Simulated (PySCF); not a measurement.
Gas-phase reaction: 4 H2SiNH → 4 N + 2 H + i-Si4H10

Method: PySCF energies plus ideal-gas RRHO corrections (1 bar). † marks an energy on the PBE0/def2-TZVP geometry and frequencies; other levels use their own. 6-31G* has spherical d functions here. Open shells (unrestricted): N (multiplicity 4), H (multiplicity 2); the rest are closed-shell singlets. B3LYP is the form with VWN-RPA correlation. H2SiNH: computed as isolated molecules; such fragments, hydroxides, amides, oligomers or adducts are transient or little studied in the gas. The harmonic model lacks anharmonicity and excited electronic states, which grow with temperature; levels with a mode under 35 cm⁻¹ are left out. Internal rotation in i-Si4H10 is treated as a harmonic vibration of one conformer, which makes the entropy rough.

```json
[
 {"level": "B3LYP/def2-TZVP†", "ΔE electronic, kJ": "1916", "ΔH°(298 K), kJ": "1847", "ΔS°(298 K), J/K": "269", "ΔG°(1400 K), kJ": "1402"},
 {"level": "BLYP/def2-TZVP†", "ΔE electronic, kJ": "2035", "ΔH°(298 K), kJ": "1966", "ΔS°(298 K), J/K": "269", "ΔG°(1400 K), kJ": "1521"},
 {"level": "HF/6-31G*", "ΔE electronic, kJ": "519", "ΔH°(298 K), kJ": "442", "ΔS°(298 K), J/K": "269", "ΔG°(1400 K), kJ": "-5"},
 {"level": "HF/def2-TZVP†", "ΔE electronic, kJ": "670", "ΔH°(298 K), kJ": "601", "ΔS°(298 K), J/K": "269", "ΔG°(1400 K), kJ": "156"},
 {"level": "M06-2X/def2-TZVP†", "ΔE electronic, kJ": "1849", "ΔH°(298 K), kJ": "1780", "ΔS°(298 K), J/K": "269", "ΔG°(1400 K), kJ": "1334"},
 {"level": "PBE/def2-SVP", "ΔE electronic, kJ": "1949", "ΔH°(298 K), kJ": "1883", "ΔS°(298 K), J/K": "267", "ΔG°(1400 K), kJ": "1440"},
 {"level": "PBE/def2-TZVP†", "ΔE electronic, kJ": "2009", "ΔH°(298 K), kJ": "1940", "ΔS°(298 K), J/K": "269", "ΔG°(1400 K), kJ": "1495"},
 {"level": "PBE0/def2-TZVP", "ΔE electronic, kJ": "1814", "ΔH°(298 K), kJ": "1745", "ΔS°(298 K), J/K": "269", "ΔG°(1400 K), kJ": "1300"},
 {"level": "r2SCAN/def2-TZVP†", "ΔE electronic, kJ": "1812", "ΔH°(298 K), kJ": "1742", "ΔS°(298 K), J/K": "269", "ΔG°(1400 K), kJ": "1297"},
 {"level": "LDA/def2-TZVP†", "ΔE electronic, kJ": "2311", "ΔH°(298 K), kJ": "2242", "ΔS°(298 K), J/K": "269", "ΔG°(1400 K), kJ": "1797"},
 {"level": "ωB97M-V/def2-TZVP†", "ΔE electronic, kJ": "1880", "ΔH°(298 K), kJ": "1811", "ΔS°(298 K), J/K": "269", "ΔG°(1400 K), kJ": "1366"}
]
```
ΔH° is lowest at HF/6-31G* and highest at LDA/def2-TZVP†. No reference value is set beside these.
